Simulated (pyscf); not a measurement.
[HN=SiH]• + H₂ -> HN=SiH₂ + H• (hydrogen abstraction; doublet surface; H–H broken, H–Si formed). Single points on ωB97X-D3(BJ)/def2-SVP structures (PySCF, gas phase). Energies in eV from the separated reactants.

```tsv
level	barrier	reaction energy
r²SCAN/def2-TZVP	1.05	+1.14
B3LYP-D3(BJ)/def2-TZVP	1.12	+1.16
PBE0-D3(BJ)/def2-TZVP	1.03	+0.99
M06-2X/def2-TZVP	(withheld)	(withheld)
ωB97M-D3(BJ)/def2-TZVP	1.14	+0.98
HF/def2-TZVP	(withheld)	+0.66
```

### Question
Complete the blanks.

### Answer

- M06-2X/def2-TZVP, barrier: 1.21
- M06-2X/def2-TZVP, reaction energy: +1.02
- HF/def2-TZVP, barrier: 1.10

At r²SCAN, B3LYP-D3(BJ) this geometry lies under the product side: in single points on another level's saddle the reverse barrier vanishes, and the forward threshold there is about the reaction energy. The same reactants have a lower exit, to H₂N–SiH: [singlet] + H• (barrier +0.76 eV at ωB97M-D3(BJ)/def2-TZVP, against +1.14 eV here). HN=SiH₂ lies 0.79 eV over its isomer H₂N–SiH: [singlet] (electronic energy, ωB97M-D3(BJ)/def2-TZVP). One saddle was located; it need not be the lowest between these sides. The angle at the transferred H is 176°.
